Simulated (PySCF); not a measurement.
## Löwdin shares of the frontier orbitals

Species: H₂S₄.
Structure used (PBE0-D3(BJ)/def2-SVP), in Å, numbered top down from 1:
```xyz
6
H2S4 angstrom
S      1.0977    1.5271    1.3780
S      1.3991    0.4496   -0.3609
S      0.5741   -1.4257   -0.0447
S     -1.4655   -1.2141   -0.3430
H     -0.1321    2.0036    1.0636
H     -1.4732   -1.3405   -1.6929
```

The calculation used TDDFT CAM-B3LYP/def2-SVPD, vertical, gas phase, core orbitals frozen in the response in PySCF 2.14.0, density-fitted response routines.

Frontier orbitals with the atoms that hold most of them (Löwdin shares over 4%, at most four atoms; ? is withheld):

| orbital | ε (eV) | atoms |
| --- | --- | --- |
| LUMO+2 | 0.16 | S3 33%, S2 31%, S4 18%, S1 12% |
| LUMO+1 | -0.46 | S4 26%, S1 24%, S2 23%, S3 22% |
| LUMO | ? | ? |
| HOMO | -8.71 | ? |
| HOMO-1 | -8.87 | S2 45%, S1 25%, S3 21%, S4 5% |
| HOMO-2 | -9.20 | S3 36%, S4 28%, S2 24%, S1 6% |
| HOMO-3 | -9.76 | S4 34%, S1 33%, S2 15%, S3 12% |

Give the leading atoms of the LUMO.

S3 (bonded to 2 S) 31%; S2 (bonded to 2 S) 30%; S4 (bonded to S and H) 19%; S1 (bonded to S and H) 18%.

Give the leading atoms of the HOMO.

S1 (bonded to S and H) 29%; S4 (bonded to S and H) 28%; S3 (bonded to 2 S) 25%; S2 (bonded to 2 S) 12%.

What is the LUMO energy, and the HOMO–LUMO gap?

ε(LUMO) = -0.65 eV; the gap is 8.06 eV (0.2961 hartree).

The HOMO–LUMO gap is 8.06 eV. Where does the response calculation put the lowest singlet, and from which orbitals?

S1 is at 4.55 eV (f = 0.014), 3.50 eV below the gap, made of HOMO→LUMO (56%), HOMO-1→LUMO (22%), HOMO→LUMO+1 (9%). 

Next come S2 at 4.66 eV (f 0.0081), HOMO-1→LUMO (27%), HOMO-1→LUMO+1 (23%), HOMO→LUMO (15%); S3 at 4.72 eV (f 0.0054), HOMO→LUMO+1 (53%), HOMO-1→LUMO (25%); S4 at 4.89 eV (f 0.014), HOMO-1→LUMO+1 (31%), HOMO-2→LUMO (25%), HOMO-1→LUMO (10%); S5 at 5.03 eV (f 0.0047), HOMO-2→LUMO+1 (41%), HOMO-1→LUMO+2 (23%).

On one thread of an x86-64 server, no GPU, on a shared host, this took 40 s.

One conformer stands for the species.
